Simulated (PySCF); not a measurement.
**BP: everyday levels beside a composite calculation**

PySCF; the state is a triplet (σ ↑, π ↑). The composite is CCSD(T) extrapolated to the basis-set limit from two correlation-consistent sets, with core-valence (CV) and scalar-relativistic (SR) terms as its label shows; it has no spin–orbit coupling and nothing beyond (T). Here it is CCSD(T)/CBS(TQ)+CV+SR. It gives Re = 1.741 Å, ωe = 956 cm⁻¹ and De = 3.38 eV to B + P.

```csv
level,basis,relativity,Re (Å),ωe (cm⁻¹),De (eV)
ROHF,"6-31G(d,p)",no relativity,1.722,1057,1.64
ROHF-SCS-MP2,STO-3G,no relativity,1.686,1189,3.73
ROHF-CCSD(T),cc-pVTZ/cc-pV(T+d)Z,no relativity,1.756,936,3.09
PBE,x2c-TZVPPall,spin-free X2C,1.754,940,3.90
BLYP,def2-TZVPPD,no relativity,1.758,920,3.69
r²SCAN,STO-3G,no relativity,1.687,1182,5.26
r²SCAN,x2c-SVPall,spin-free X2C,1.747,994,3.76
TPSSh,STO-3G,no relativity,1.689,1168,5.05
PBE0,"6-31G(d,p)",no relativity,1.746,981,3.54
r²SCAN0,STO-3G,no relativity,1.672,1218,4.75
```

Give the difference of each row from the composite.



```
       level                basis  ΔRe (pm)  Δωe (%)  ΔDe (eV)
        ROHF           6-31G(d,p)      -1.9    +10.6     -1.74
ROHF-SCS-MP2               STO-3G      -5.5    +24.4     +0.35
ROHF-CCSD(T)  cc-pVTZ/cc-pV(T+d)Z      +1.5     -2.1     -0.29
         PBE         x2c-TZVPPall      +1.3     -1.7     +0.52
        BLYP          def2-TZVPPD      +1.7     -3.8     +0.31
      r²SCAN               STO-3G      -5.4    +23.6     +1.88
      r²SCAN           x2c-SVPall      +0.6     +4.0     +0.38
       TPSSh               STO-3G      -5.2    +22.2     +1.67
        PBE0           6-31G(d,p)      +0.5     +2.6     +0.16
     r²SCAN0               STO-3G      -6.9    +27.4     +1.37
```

Which rows come closest in De?

PBE0 in 6-31G(d,p) (+0.16 eV), counted from the composite.

Correlated steps freeze 6 core orbitals. STO-3G is very small, so such numbers show the basis as much as the molecule. The state was picked by a PBE0 search and need not be the measured ground state.
